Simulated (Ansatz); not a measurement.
# C3H5NO: up Jacob's ladder to CCSD(T)

One table from this session's results is given with a row withheld; the runs are named, their logs left out.

Program: Ansatz 0.2.0, Gaussian basis. Level of theory: functionals in def2-TZVPP, the program's frozen cores in correlated methods. These are calculated values, not measurements.

Levels to be run: LDA (SPW92), PBE-D4, revPBE-D4, BLYP-D4, r2SCAN-D4, B97M-V, PBE0-D4, B3LYP-D4, r2SCANh-D4, r2SCAN0-D4, HSE06-D4, BHLYP-D4, CAM-B3LYP-D4, LC-ωPBE, ωB97X-V, ωB97M-V, B2PLYP, PBE-QIDH; CCSD(T)/def2-SVP; CCSD(T)/def2-TZVPP; MP2/def2-QZVPP; extrapolation to the limit; RPA on PBE.

### The geometry

An earlier PBE0-D4 in a triple-zeta def2 set relaxation fixed the geometry.

SMILES `CC(=N)C=O`, 10 atoms, charge 0, spin multiplicity 1.

Atoms are counted from 1 here; the program's logs count them from 0.

Bond lengths: C1–C2 1.490 Å, C1–H6 1.095 Å, C1–H7 1.088 Å, C1–H8 1.095 Å, C2–N3 1.264 Å, C2–C4 1.515 Å, N3–H9 1.026 Å, C4–O5 1.199 Å, C4–H10 1.110 Å. Angles: C2–C1–H6 110.7°, C2–C1–H7 110.2°, C2–C1–H8 110.6°, H6–C1–H7 109.3°, H6–C1–H8 106.7°, H7–C1–H8 109.3°, C1–C2–N3 122.6°, C1–C2–C4 116.9°, N3–C2–C4 120.5°, C2–N3–H9 108.7°, C2–C4–O5 122.5°, C2–C4–H10 116.3°, O5–C4–H10 121.2°.

Set-up of the first run:

Input file in.yaml:

```yaml
crystal:
  periodic: [false, false, false]
  atoms:
    - {symbol: C, position_ang: [-0.417267, -0.502787, 1.138939]}
    - {symbol: C, position_ang: [0.188744, 0.331245, 0.063203]}
    - {symbol: N, position_ang: [0.771821, 1.428201, 0.298396]}
    - {symbol: C, position_ang: [0.078942, -0.192638, -1.354192]}
    - {symbol: O, position_ang: [0.529336, 0.397725, -2.295730]}
    - {symbol: H, position_ang: [0.029815, -1.501891, 1.151005]}
    - {symbol: H, position_ang: [-0.269233, -0.030610, 2.108002]}
    - {symbol: H, position_ang: [-1.489181, -0.638924, 0.963302]}
    - {symbol: H, position_ang: [1.105678, 1.820842, -0.588370]}
    - {symbol: H, position_ang: [-0.445455, -1.162262, -1.481655]}
basis:
  gaussian: {orbitals: def2-TZVPP}
hamiltonian: {xc: lda}
output: {orbitals: {seedname: orbitals}}
```

The run is started by

```
$ ansatz run in.yaml --threads 2 --pin off --events-out ev --progress --plain --max-ram 4352MiB
```

Steps of the session up to this table: LDA; PBE-D4 (GGA); revPBE-D4 (GGA); BLYP-D4 (GGA); r2SCAN-D4 (meta-GGA); B97M-V (meta-GGA); B3LYP-D4 (hybrid); r2SCANh-D4 (hybrid); r2SCAN0-D4 (hybrid); HSE06-D4 (hybrid); BHLYP-D4 (hybrid); CAM-B3LYP-D4 (range-separated); LC-ωPBE (range-separated); ωB97X-V (range-separated); ωB97M-V (range-separated); B2PLYP (double hybrid); PBE-QIDH (double hybrid).

One of the session's tables, all rows but one given; the rest of the session is left out.

It belongs to the step «Orbital energies across the functionals». 

| functional | HOMO (eV) | LUMO (eV) | gap (eV) |
| --- | --- | --- | --- |
| LDA (SPW92) | -6.30 | -3.75 | 2.55 |
| PBE-D4 | -6.16 | -3.47 | 2.69 |
| revPBE-D4 | -6.10 | -3.37 | 2.73 |
| BLYP-D4 | -6.10 | -3.34 | 2.76 |
| r2SCAN-D4 | -6.45 | -3.34 | 3.12 |
| B97M-V | -6.63 | -3.19 | 3.44 |
| PBE0-D4 | -7.70 | -2.39 | 5.31 |
| B3LYP-D4 | -7.50 | -2.64 | 4.85 |
| r2SCANh-D4 | -7.03 | -2.93 | 4.10 |
| r2SCAN0-D4 | ? | ? | ? |
| HSE06-D4 | -7.29 | -2.78 | 4.51 |
| BHLYP-D4 | -9.23 | -1.20 | 8.03 |
| CAM-B3LYP-D4 | -9.19 | -1.19 | 8.00 |
| LC-ωPBE | -10.49 | 0.04 | 10.53 |
| ωB97X-V | -10.17 | -0.02 | 10.14 |
| ωB97M-V | -10.09 | -0.08 | 10.01 |

Estimate the missing values for r2SCAN0-D4.

Worked estimate for «HOMO (eV)». Against the share of exact exchange, r2SCAN-D4 (0, -6.45), r2SCANh-D4 (0.1, -7.03) give a slope of -5.80 per unit share; at 0.25 the line stands at -7.90.

The run gave: HOMO (eV): -7.91; LUMO (eV): -2.33; gap (eV): 5.58. In «HOMO (eV)» the line misses by +0.01.
